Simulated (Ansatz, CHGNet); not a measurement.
Elastic constant C11 (GPa) of solids drawn from the class of silicides and borides, at two levels: the machine-learned potential CHGNet 0.3.0 (trained on PBE and PBE+U data), and PBE in Ansatz (PAW).

```
solid                 CHGNet 0.3.0  PBE
--------------------  ------------  ---
A15 Mo3Si                      416    ?
AlB2-type TiB2                 373  650
B20 (FeSi-type) MnSi           196  402
CaB6-type LaB6                 334  472
C11b MoSi2                     247  393
antifluorite Mg2Si            73.6  116
```

### Question
Estimate the withheld PBE value from the other rows.

### Answer
One way: carry over the typical ratio. The ratios PBE / CHGNet 0.3.0 of the other rows, in order: 1.413, 1.576, 1.591, 1.743, 2.051; median 1.591. A15 Mo3Si: 416 × 1.591 = 662 GPa; the run gives 466 GPa. The ratios spread from 1.413 to 2.051, so such an estimate is rough. A15 Mo3Si lies outside that spread.

Of 6 rows, PBE is the larger in 6 and the smaller in 0.

Ansatz's runs of these crystals have no spin polarisation, but for B20 (FeSi-type) MnSi.

Density-functional runs with spin start from parallel moments for B20 (FeSi-type) MnSi.

Spin–orbit coupling is left out, also for the solids with elements from indium on (CaB6-type LaB6); its size isn't shown.

Each level is taken at its own relaxed cell. Ansatz's density-functional and Hartree–Fock values are scalar-relativistic unless marked +SOC, with PAW data made under PBE.

Ansatz is a first-principles code.
